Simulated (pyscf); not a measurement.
# Atom transfer: `[IH]` + `[H]` [doublet] -> `[IH]` + `[H]` [doublet]

Gas phase, doublet surface, charge 0. Bonds broken: I1–H3. Bonds formed: I1–H2. Single points on ωB97X-D3(BJ)/def2-SVP structures (PySCF, gas phase). MP2 and CC: frozen core, UHF for open shells. ΔMP2 is the change of the MP2 total energy from the triple- to the quadruple-zeta basis.

Transition state (Å):

```xyz
3

I     -0.4479    -0.6473     0.7347
H     -0.2618     0.7785     1.8050
H     -0.7297    -1.4699    -0.8324
```

One imaginary mode, 485i cm⁻¹; descent along it reached the two sides named.

```
bond   change  reactant side (Å)  saddle  product side
-----  ------  -----------------  ------  ------------
I1–H3  breaks              1.612   1.792           3.6
I1–H2   forms                3.6   1.793         1.612
```

Electronic energies relative to the separated reactants (kcal/mol):

```
level                             barrier  reaction energy  reverse barrier
--------------------------------  -------  ---------------  ---------------
ωB97X-D3(BJ)/def2-TZVP                6.1              0.0              6.1
PBE/def2-TZVP                        -0.4              0.0             -0.4
r²SCAN/def2-TZVP                     -1.0              0.0             -1.0
B3LYP-D3(BJ)/def2-TZVP                0.6              0.0              0.6
PBE0-D3(BJ)/def2-TZVP                 2.2              0.0              2.2
M06-2X/def2-TZVP                      6.5              0.0              6.5
ωB97M-D3(BJ)/def2-TZVP                6.4              0.0              6.4
HF/def2-TZVP                         17.6              0.0             17.6
MP2/def2-QZVPP                       10.2              0.0             10.2
CCSD/def2-TZVPP                       6.8              0.0              6.8
CCSD(T)/def2-TZVPP                    5.8              0.0              5.8
CCSD(T)/def2-TZVPP + ΔMP2(QZVPP)      4.8              0.0              4.8
```

With CCSD(T)/def2-TZVPP + ΔMP2(QZVPP) energies and thermal terms (ideal gas, 1 atm, RRHO with modes under 100 cm⁻¹ raised to 100, one conformer, R ln 2 for rigid chiral ones), in kcal/mol:

```tsv
T (K)	ΔH‡	ΔG‡	ΔH	ΔG
298	3.6	10.1	0.0	0.0
600	2.9	17.0	0.0	0.0
900	2.4	24.1	0.0	0.0
1200	1.9	31.4	0.0	0.0
```

At PBE, r²SCAN this geometry lies under the reactants; that is no barrier but a single point on another level's saddle; such a level's own saddle, if it has one, lies nearer that side and is low. At PBE, r²SCAN this geometry lies under the product side: in single points on another level's saddle the reverse barrier vanishes, and the forward threshold there is about the reaction energy. The angle at the transferred I is 155°. The CCSD(T) − MP2 part came from Ansatz, without density fitting, on the same reference. The frozen core leaves the outer d or s,p core shells of the metals and heavy elements correlated in the MP2 and CC values, and def2-TZVPP describes them poorly, which can shift differences by a few kcal/mol. Elements past Kr carry the def2 core potentials, without spin-orbit coupling.
